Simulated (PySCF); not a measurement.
## Reading a saddle point

A first-order saddle point of SiH4S2, singlet, PBE0-D4/def2-TZVP, with one imaginary mode of 580i cm⁻¹:

```json
{"atom": "Si1", "x (Å)": "-0.5167", "y (Å)": "-0.2285", "z (Å)": "0.6850"}
{"atom": "S2", "x (Å)": "1.0595", "y (Å)": "-0.4230", "z (Å)": "-1.0641"}
{"atom": "S3", "x (Å)": "-1.6404", "y (Å)": "1.1493", "z (Å)": "-0.2538"}
{"atom": "H4", "x (Å)": "-0.0926", "y (Å)": "0.4283", "z (Å)": "-1.3592"}
{"atom": "H5", "x (Å)": "-0.9243", "y (Å)": "-1.6546", "z (Å)": "0.7829"}
{"atom": "H6", "x (Å)": "0.3540", "y (Å)": "0.0856", "z (Å)": "1.8496"}
{"atom": "H7", "x (Å)": "1.7605", "y (Å)": "0.6430", "z (Å)": "-0.6405"}
```

Computed with PySCF 2.14 with density fitting (its default auxiliary sets; JK sets also for MP2 and CCSD(T)) (basis: def2-TZVPP and def2-QZVPP); correlated methods freeze the cores. Extrapolation: Hartree–Fock as exp(−7.88 √X), correlation as X^−2.97.

Which contacts change along the imaginary mode, and what lies on either side? (A judgement: the text doesn't fix the answer.)

The calculation gives: The step is SiH₄S₂ ([SH][SiH2][SH]) → SiH₂S ([SiH2][S]) + H₂S (still joined by a long Si–S bond), with the molecules in contact on both sides. Shortening one way: S2–H4; lengthening the same way: Si1–S2, S3–H4.
```json
{"pair": "S2–H4", "one side (Å)": "3.51", "saddle (Å)": "1.46", "other side (Å)": "1.35"}
{"pair": "Si1–S2", "one side (Å)": "2.13", "saddle (Å)": "2.36", "other side (Å)": "2.50"}
{"pair": "S3–H4", "one side (Å)": "1.34", "saddle (Å)": "2.03", "other side (Å)": "3.38"}
```

Which side is lower, and how far does the saddle lie above each? (Judge from chemistry; the value comes from the calculation.)

The calculation gives: The side with Si1–S2, S3–H4 short is lower by 32.08 kcal/mol; the saddle lies 38.15 kcal/mol above it and 6.07 kcal/mol above the other (CCSD(T) at an estimated basis limit (MP2 extrapolated from triple and quadruple zeta, plus CCSD(T) − MP2 in triple zeta); electronic energies).

No T1 diagnostic of these runs exceeds 0.015.

Labels in which every atom is bracketed show which atoms are joined, not bond orders.

For scale, one of the runs: CCSD(T)/def2-TZVPP, 182 basis functions, launched by `OMP_NUM_THREADS=4 python run.py`. Hardware: 4 CPU threads of an Arm Neoverse V1, shared host. Wall time 3.4 min; peak host memory 1.6 GiB.
